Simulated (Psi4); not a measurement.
Reaction (SMILES): OO (H2O2) → [O-]O + H+
B3LYP-D3(BJ)/def2-TZVP geometries, fixed; electronic energies without zero-point terms.

Basis-set convergence of the deprotonation energy at HF with Psi4. Cartesian d functions, on some or all atoms, in 6-31G*; all else is spherical. Density fitting with the program's default auxiliary sets. Psi4's default fitting sets serve the pcseg sets less well. No added dispersion term, no relativity. Functions are those of the species that has most. Reference: the value in aug-cc-pVQZ, 390.41 kcal/mol, itself unsure by roughly 0.07 kcal/mol (its distance from def2-QZVPPD). Deviations are taken from unrounded values.

```
basis        functions  deprotonation energy (kcal/mol)  minus reference (kcal/mol)
-----------  ---------  -------------------------------  --------------------------
3-21G               22                           408.20                       17.79
6-31G               22                           384.53                       -5.88
6-31G*              34                           400.18                        9.77
cc-pVDZ             38                           404.47                       14.06
def2-SVP            38                           403.95                       13.54
pcseg-1             38                           392.77                        2.36
6-311+G**           56                           388.12                       -2.29
def2-TZVP           74                           393.54                        3.13
cc-pVTZ             88                           398.46                        8.05
def2-TZVPD          98                           389.36                       -1.05
aug-cc-pVTZ        138                           389.93                       -0.48
def2-QZVPP         174                           392.08                        1.66
cc-pV5Z            292                           391.88                        1.46
```
